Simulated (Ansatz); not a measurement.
System: fluorite CeO2. Method: PBE in Ansatz (PAW).

Settings: plane-wave cutoff 520 eV, 8×8×8 k mesh, perturbation theory, force constants from a 4×4×4 q mesh, no spin polarisation, scalar-relativistic PAW data made under PBE.

Quasi-harmonic isothermal bulk modulus against temperature at zero pressure (zero-point motion included); the last value is withheld.

| T (K) | isothermal bulk modulus (GPa) |
|---|---|
| 300 | 156.1 |
| 400 | 149.0 |
| 500 | 141.0 |
| 600 | 131.9 |
| 700 | 121.6 |
| 800 | ? |

Problem. Fit a straight line to the rows shown and predict the value at 800 K.

Solution. Means: 500 K and 139.92 GPa. Σ(T − T̄)(y − ȳ) = -8610.0 and Σ(T − T̄)² = 100000, so the slope is -0.0861 GPa/K. At 800 K: 139.92 + (-0.0861) × 300 = 114.1 GPa. The run gives 109.6 GPa.

Anharmonicity beyond the change of volume is left out.

Ansatz is a quantum-chemistry and plane-wave program.
